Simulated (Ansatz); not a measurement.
# C₃H₅NO: small, medium and large basis sets

Aim: see how fast density functionals converge with the basis set for C₃H₅NO.

The runs use Ansatz 0.2.0, Gaussian basis; one geometry, several basis sets.

Levels to be run: PBE0-D4/def2-SVP; ωB97M-V/def2-SVP; PBE0-D4/def2-QZVPP; ωB97M-V/def2-QZVPP; the functionals' def2-TZVPP values are taken from earlier runs.

### Step 1. Structure used throughout

The geometry comes from an earlier relaxation with PBE0-D4 in a triple-zeta def2 set; it is a stationary point, not always the lowest conformer.

SMILES `C1=NCCO1`, 10 atoms, charge 0, spin multiplicity 1.

Atoms are counted from 1 here; the program's logs count them from 0.

Bond lengths: C1–N2 1.260 Å, C1–O5 1.347 Å, C1–H6 1.084 Å, N2–C3 1.463 Å, C3–C4 1.539 Å, C3–H7 1.093 Å, C3–H8 1.093 Å, C4–O5 1.441 Å, C4–H9 1.091 Å, C4–H10 1.091 Å. Angles: N2–C1–O5 120.0°, N2–C1–H6 125.4°, O5–C1–H6 114.6°, C1–N2–C3 105.9°, N2–C3–C4 104.8°, N2–C3–H7 109.7°, N2–C3–H8 109.6°, C4–C3–H7 112.7°, C4–C3–H8 112.7°, H7–C3–H8 107.4°, C3–C4–O5 103.9°, C3–C4–H9 113.7°, C3–C4–H10 113.6°, O5–C4–H9 108.1°, O5–C4–H10 108.0°, H9–C4–H10 109.1°, C1–O5–C4 105.4°.

### Step 2. PBE0-D4 in def2-SVP

in.yaml

```yaml
crystal:
  periodic: [false, false, false]
  atoms:
    - {symbol: C, position_ang: [-1.256867, 0.560390, -0.416715]}
    - {symbol: N, position_ang: [-1.178951, -0.687752, -0.264996]}
    - {symbol: C, position_ang: [0.199160, -0.955934, 0.146250]}
    - {symbol: C, position_ang: [0.868017, 0.428791, 0.205573]}
    - {symbol: O, position_ang: [-0.177759, 1.335242, -0.194563]}
    - {symbol: H, position_ang: [-2.145129, 1.100979, -0.723721]}
    - {symbol: H, position_ang: [0.202822, -1.467166, 1.111858]}
    - {symbol: H, position_ang: [0.674386, -1.622620, -0.577632]}
    - {symbol: H, position_ang: [1.700737, 0.544226, -0.489846]}
    - {symbol: H, position_ang: [1.196784, 0.712744, 1.206693]}
basis:
  gaussian: {orbitals: def2-SVP}
hamiltonian: {xc: pbe0, dispersion: d4}
output: {orbitals: {seedname: orbitals}}
```

Launch:

```
> ansatz run in.yaml --threads 2 --pin off --events-out ev --progress --plain --max-ram 4352MiB
```

Further steps of the session: ωB97M-V in def2-SVP; PBE0-D4 in def2-QZVPP; ωB97M-V in def2-QZVPP.

**Question.** What will the summary of the whole plan be? Wanted: PBE0-D4: double and triple zeta above quadruple; ωB97M-V: double and triple zeta above quadruple.

As calculated:

| quantity | value |
| --- | --- |
| PBE0-D4: double and triple zeta above quadruple | 7.99, 0.37 eV |
| ωB97M-V: double and triple zeta above quadruple | 8.27, 0.35 eV |

For PBE0-D4 the step from double to triple zeta gains 7.63 eV and the next only 0.37 eV. These are total energies; as a rule much of such shifts cancels in differences, which this series doesn't test. The LUMO of ωB97M-V is positive and keeps falling with the basis (3.02 to 1.93 eV): an unbound level that the basis holds in place.
